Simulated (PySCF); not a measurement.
# How methods differ on the ionisation energy of Mg

Mg [Ne] 3s2 (1S) → Mg⁺ [Ne] 3s1 (2S), as a difference of total energies. Calculation: PySCF 2.14, in x2c-QZVPPall with one added diffuse shell each of s, p, d, f type (10s7p6d3f, 82 functions); scalar relativity by spin-free X2C-1e. Correlated levels: valence: [Ne] frozen. The calculations carry no spin-orbit coupling.

```tsv
method	ionisation energy (eV)	error (eV)
UHF	6.615	-1.031
MP2 (valence)	7.258	-0.388
SCS-MP2 (valence)	7.387	-0.259
CCSD (valence)	7.535	-0.111
```

Reference: 7.646 eV (measured; NIST Atomic Spectra Database, ionization energies).

Errors of the correlated levels include the incompleteness of this basis and the frozen core.

With two correlated electrons CCSD is exact in that space.
